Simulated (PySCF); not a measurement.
Species: C₃H₅N₃.
Cartesian coordinates in Å at the PBE0-D3(BJ)/def2-SVP level; atoms count from 1:
```xyz
11
C3H5N3 angstrom
C     -1.680   -0.289   -0.001
N     -0.257   -0.087    0.041
C      0.445    1.065   -0.003
N      1.734    0.813    0.056
C      1.766   -0.537    0.139
N      0.582   -1.122    0.132
H     -2.016   -0.804    0.909
H     -2.177    0.687   -0.070
H     -1.951   -0.897   -0.876
H     -0.028    2.045   -0.078
H      2.689   -1.114    0.205
```

Level of theory: PBE0-D3(BJ)/def2-SVP geometry optimisation, gas phase in PySCF 2.14.0.

Masses are those of the commonest isotopes; rigid-rotor values at the optimised geometry. 

Q: Give the principal moments of inertia and the rotational constants in MHz.

A: Ia = 52.70, Ib = 132.57, Ic = 182.04 u·Å²; 505379 MHz·u·Å²/I gives A = 9591, B = 3812, C = 2776 MHz.

Q: What kind of rotor is it?

A: An asymmetric top. Ray's parameter κ = (2B − A − C)/(A − C) = -0.696; −1 is the prolate and +1 the oblate limit.

Q: Is it planar, by Δ = Ic − Ia − Ib?

A: Not planar: Δ = Ic − Ia − Ib = -3.22 u·Å². For a rigid frame Δ = −2 Σ m c², so Σ m c² = 1.61 u·Å² lies off the ab plane, practically all of it from hydrogen. The atom farthest from that plane is 0.90 Å away.

Q: Where do the levels up to J = 2 lie, in MHz?

A: Above 0(0,0):
J = 1: 1(0,1) 6588, 1(1,1) 12367, 1(1,0) 13403
J = 2: 2(0,2) 19638, 2(1,2) 24508, 2(1,1) 27616, 2(2,1) 44951, 2(2,0) 45078

Q: Which lines would a microwave search look for?

A: The dipole components are |μa| = 3.20 D, |μb| = 1.03 D, |μc| = 0.00 D; the mirror of this Cs structure is the ab plane, so μc vanishes by symmetry and there are no c-type lines. The squared components, which scale the intensities, stand as 1.00 : 0.10 (a : b). Some lines, for components of 0.1 D or more:

```tsv
type	branch	J(Ka,Kc)	MHz	lower level (cm⁻¹)
a	Q	1(1,0) ← 1(1,1)	1036	0.413
a	Q	2(1,1) ← 2(1,2)	3108	0.817
a	R	1(0,1) ← 0(0,0)	6588	0.000
b	Q	1(1,0) ← 1(0,1)	6814	0.220
b	R	2(0,2) ← 1(1,1)	7271	0.413
b	Q	2(1,1) ← 2(0,2)	7978	0.655
a	R	2(1,2) ← 1(1,1)	12141	0.413
b	R	1(1,1) ← 0(0,0)	12367	0.000
a	R	2(0,2) ← 1(0,1)	13050	0.220
a	R	2(1,1) ← 1(1,0)	14213	0.447
b	Q	2(2,0) ← 2(1,1)	17462	0.921
b	R	2(1,2) ← 1(0,1)	17919	0.220
b	Q	2(2,1) ← 2(1,2)	20443	0.817
b	R	2(2,1) ← 1(1,0)	31548	0.447
b	R	2(2,0) ← 1(1,1)	32711	0.413
```

Q: Estimate the classical rotational partition function at 10 K, 100 K and 500 K.

A: Point group Cs, symmetry number σ = 1; q = (√π/σ)·√((kT/h)³/(ABC)), k/h = 20836.6 MHz/K: 529 at 10 K, 16700 at 100 K, 187000 at 500 K.

No frequency check. These are rigid-rotor constants of the computed structure; measured ground-state constants (B0) also hold zero-point vibration. A rigid rotor knows nothing of internal rotation, which can split or shift real lines. Quadrupole hyperfine structure (14N) is left out.
